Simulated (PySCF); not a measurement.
Gas-phase reaction: 4 SiH2Cl + 2 H → i-Si4H10 + 2 Cl2

Computed with PySCF and rigid-rotor harmonic-oscillator thermochemistry at 1 bar. † marks an energy on the PBE0/def2-TZVP geometry and frequencies; other levels use their own. MP2 freezes the core. Open shells (unrestricted): SiH2Cl (multiplicity 2), H (multiplicity 2); the rest are closed-shell singlets. B3LYP is the form with VWN-RPA correlation. SiH2Cl: computed as isolated molecules; such fragments, hydroxides, amides, oligomers or adducts are transient or little studied in the gas. MP2 isn't extrapolated to the basis-set limit; its ΔH°(298 K) is -293.9 kJ in def2-SVP and -330.3 kJ in def2-TZVPP. The harmonic model lacks anharmonicity and excited electronic states, which grow with temperature; levels with a mode under 35 cm⁻¹ are left out. Internal rotation in i-Si4H10 is treated as a harmonic vibration of one conformer, which makes the entropy rough.

```
level               ΔE electronic, kJ  ΔH°(298 K), kJ  ΔS°(298 K), J/K  ΔG°(800 K), kJ
------------------  -----------------  --------------  ---------------  --------------
B3LYP/def2-TZVP†                 -413            -370             -424             -31
HF/def2-TZVP†                    -119             -76             -424             263
MP2/def2-SVP†                    -337            -294             -424              45
MP2/def2-TZVPP†                  -373            -330             -424               8
PBE/def2-SVP                     -424            -382             -422             -45
PBE/def2-TZVP†                   -429            -386             -424             -47
PBE0/def2-SVP†                   -399            -356             -424             -18
PBE0/def2-TZVP                   -409            -366             -424             -27
r2SCAN/def2-TZVP†                -382            -339             -424               0
ωB97X-V/def2-TZVP†               -456            -413             -424             -75
```
ΔH° is lowest at ωB97X-V/def2-TZVP† and highest at HF/def2-TZVP†. No reference value is set beside these.
